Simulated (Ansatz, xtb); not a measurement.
Relative energy of two isomers of C5H10O

Structure X: `CCCC(C)=O`, a singlet. Structure Y: `CC(=O)C(C)C`, a singlet. Both are isolated molecules in the gas phase, relaxed with r2SCAN-D4/def2-SVP, each in the lowest conformer that the search found.

Quicker runs give these differences E(Y) − E(X): GFN2-xTB −0.44 kcal/mol; HF/STO-3G +0.35 kcal/mol (at GFN2-xTB geometries); r2SCAN-D4/def2-SVP//GFN2-xTB 0.00 kcal/mol.

Problem. Which of the two would you expect CCSD(T)/def2-SVP + ΔMP2/def2-TZVPP electronic energies to favour?

Solution. Too close to call at this level: CCSD(T)/def2-SVP + ΔMP2/def2-TZVPP gives E(Y) − E(X) = −0.75 kcal/mol.

How the difference moves with the method:

| level | geometry | E(Y) − E(X) (kcal/mol) | departure from the last row (kcal/mol) | job, with rough time for the two |
| --- | --- | --- | --- | --- |
| GFN2-xTB | GFN2-xTB | −0.44 | +0.31 | optimisation, 0.15 s |
| HF/STO-3G | GFN2-xTB | +0.35 | +1.09 | single point, 0.24 s |
| r2SCAN-D4/def2-SVP//GFN2-xTB | GFN2-xTB | 0.00 | +0.75 | single point, 2.3 s |
| r2SCAN-D4/def2-SVP | r2SCAN-D4/def2-SVP | +0.16 | +0.91 | optimisation, 35 s |
| HF/def2-SVP | r2SCAN-D4/def2-SVP | +0.65 | +1.40 | part of the CCSD(T) run |
| MP2/def2-SVP | r2SCAN-D4/def2-SVP | −0.65 | +0.10 | part of the CCSD(T) run |
| CCSD(T)/def2-SVP | r2SCAN-D4/def2-SVP | −0.43 | +0.31 | single point |
| CCSD(T)/def2-SVP + ΔMP2/def2-TZVPP | r2SCAN-D4/def2-SVP | −0.75 |  | single point, 39 s |

As drawn, both hold the same kinds of bond in the same numbers. Structure X has 2 methyl groups, Y 3.

The largest departure from CCSD(T)/def2-SVP + ΔMP2/def2-TZVPP is that of HF/def2-SVP, 1.40 kcal/mol. The last row adds to CCSD(T) the change of the MP2 difference between the two basis sets, here −0.31 kcal/mol.

With thermal terms from frequencies at re-optimised GFN2-xTB minima (ideal gas, soft modes damped towards free rotors, one conformer each, 298.15 K, 1 atm): the zero-point term adds −0.16 kcal/mol; ΔH is −0.80 and ΔG −0.79 kcal/mol.

Tabulated enthalpies of formation at 298 K are −258.8 kJ/mol for X (CRC Handbook of Chemistry and Physics) and −262.6 kJ/mol for Y (CRC Handbook of Chemistry and Physics), a difference of −0.91 kcal/mol. Calculated less tabulated ΔH, with the same thermal term: GFN2-xTB +0.42, HF/STO-3G +1.21, r2SCAN-D4/def2-SVP//GFN2-xTB +0.86, r2SCAN-D4/def2-SVP +1.02, HF/def2-SVP +1.51, MP2/def2-SVP +0.21, CCSD(T)/def2-SVP +0.42, CCSD(T)/def2-SVP + ΔMP2/def2-TZVPP +0.11 kcal/mol. Handbook values carry no stated uncertainty.

The correlated steps freeze 6 core orbitals. Programs: Ansatz 0.2.0, xtb 6.7.1; the last row on 4 threads of Arm Neoverse V2 on a shared host.
